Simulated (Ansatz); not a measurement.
Write a Python script for Ansatz 0.2.0, Python API that makes a rigid scan of one bond angle of CH₃OS, SMILES C[S]=O. Level of theory (for the species named): r2scan0, 6-31G* basis, multiplicity 2.

```yaml
atoms:
  - { symbol: C, position_ang: [-0.2214, 0.4048, -0.1982] }
  - { symbol: S, position_ang: [-0.1361, -1.1060, 0.6729] }
  - { symbol: O, position_ang: [1.2174, -1.6574, 0.6581] }
  - { symbol: H, position_ang: [-1.2314, 0.8033, -0.1689] }
  - { symbol: H, position_ang: [0.3878, 1.1794, 0.2411] }
  - { symbol: H, position_ang: [0.0257, 0.3119, -1.2512] }
```

Script `bend_ch3os.py`:
```python
"""Energy of CH3OS against one bond angle."""

import logging
import sys

import ansatz
from ase import Atoms

logging.basicConfig(stream=sys.stdout, format="%(levelname)s %(message)s")
logger = logging.getLogger("run")
logger.setLevel(logging.INFO)


def main() -> None:
    atoms = Atoms(["C", "S", "O", "H", "H", "H"], positions=[
        (-0.2214, 0.4048, -0.1982),
        (-0.1361, -1.106, 0.6729),
        (1.2174, -1.6574, 0.6581),
        (-1.2314, 0.8033, -0.1689),
        (0.3878, 1.1794, 0.2411),
        (0.0257, 0.3119, -1.2512),
    ])

    # start the scan from a relaxed geometry
    first = ansatz.Crystal.molecule_from_ase(atoms).calculation()
    first = first.basis(gaussian="6-31G*")
    first = first.functional("R2SCAN0")
    first = first.spin("collinear", total=1)
    first = first.accuracy("medium")
    first = first.relax(force_tolerance=0.02, max_steps=80)
    atoms.positions = first.run().report["positions_ang"]

    rows = []
    for angle in [90, 100, 110, 120, 135, 150, 165, 179]:
        bent = atoms.copy()
        bent.set_angle(0, 1, 2, angle, indices=[2])
        calculation = (
            ansatz.Crystal.molecule_from_ase(bent).calculation()
            .basis(gaussian="6-31G*")  # atom-centred Gaussian functions
            .functional("R2SCAN0")
            .spin("collinear", total=1)  # spin-polarised run
            .accuracy("medium")  # preset for grids and thresholds
        )
        rows.append((angle, calculation.run().report["free_energy_ev"]))
    floor = min(e for _, e in rows)
    for angle, e in rows:
        logger.info(f"angle C0-S1-O2 = {angle:3d} deg   {1000 * (e - floor):9.1f} meV")


if __name__ == "__main__":
    main()
```

Running `python bend_ch3os.py` prints:
```text
INFO angle C0-S1-O2 =  90 deg       346.7 meV
INFO angle C0-S1-O2 = 100 deg        24.6 meV
INFO angle C0-S1-O2 = 110 deg         0.0 meV
INFO angle C0-S1-O2 = 120 deg       207.6 meV
INFO angle C0-S1-O2 = 135 deg       892.2 meV
INFO angle C0-S1-O2 = 150 deg      1983.7 meV
INFO angle C0-S1-O2 = 165 deg      3358.9 meV
INFO angle C0-S1-O2 = 179 deg      3919.6 meV
```

Reading the output:
- These settings explore the input space; basis and method may be short of convergence.
- The scan is rigid, and the energies are electronic, in a modest basis. The zero is the lowest point of the grid, which needn't be the minimum.
- The run takes the species as open-shell (spin multiplicity 2), which needn't be its ground state.
- The expectation value of S² is noticeably off S(S+1) in at least one run, so that state is spin-contaminated.
- Wall time of the script: 110 s on 1 thread of Arm Neoverse V1 (shared host), peak memory 0.25 GiB.
